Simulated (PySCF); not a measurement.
# LiC: bond curves at several levels of theory

An exercise on one series of results from a longer session: the logs are not shown, and one member is left open.

Computed with PySCF 2.14.0. Level: Li pcseg-2, C pcseg-2, no relativity.

Set-up of the first run:

The job is set up so:

```yaml
atoms: Li, C
charge: 0
basis: Li pcseg-2, C pcseg-2
Hamiltonian: no relativity
basis_functions: 45
electrons_treated: 9
masses_in_u: 7.0160, 12.0000
levels: PBE0, PBE, r²SCAN, B3LYP, M06-L, TPSS, HF, MP2, SCS-MP2, CCSD, CCSD(T)
grid: 80 radial by 434 angular points
occupations: held fixed by the projection of orbital angular momentum
dissociation_limit: Li + C, each in its ground configuration
starting_distance_in_angstrom: 1.995
values_of_2S_to_try: 1, 3
```

The run is started by

```
> OMP_NUM_THREADS=1 python dia.py task.json out
```

Steps of the session up to this table: Input; First curve: PBE0; Other states along the same grid; PBE (GGA); r²SCAN; B3LYP; M06-L; TPSS (meta-GGA); UHF (mean field); Correlated methods on the Hartree–Fock reference.

One table of the session follows, with a row left open; its other results are not shown here.

Energy (eV) from each level's lowest point:

```
R (Å)    UHF  UHF-MP2  UHF-SCS-MP2  UHF-CCSD  UHF-CCSD(T)
1.616  0.429    0.402        0.392       n/a          n/a
1.691  0.198    0.181        0.173     0.173        0.176
1.766      ?        ?            ?         ?            ?
1.823  0.016    0.012        0.010     0.010        0.011
1.879  0.000    0.000        0.000     0.000        0.000
1.935  0.011    0.014        0.016     0.016        0.015
2.010  0.058    0.064        0.069     0.068        0.066
2.104  0.156    0.163        0.170     0.168        0.164
2.217  0.311    0.316        0.326     0.323        0.317
2.368  0.552    0.553        0.566       n/a          n/a
```

Estimate the missing values for R (Å) = 1.766.

Worked estimate for «UHF». A straight line through the neighbours (1.691, 0.198) and (1.823, 0.016) gives 0.198 + (0.016 − 0.198) × (1.766 − 1.691) / (1.823 − 1.691) = 0.095; a parabola fitted to 4 rows on both sides gives 0.062.

The run gave: UHF: 0.066; UHF-MP2: 0.056; UHF-SCS-MP2: 0.052; UHF-CCSD: 0.052; UHF-CCSD(T): 0.053. In «UHF» the line misses by +0.029 and the parabola by -0.004.
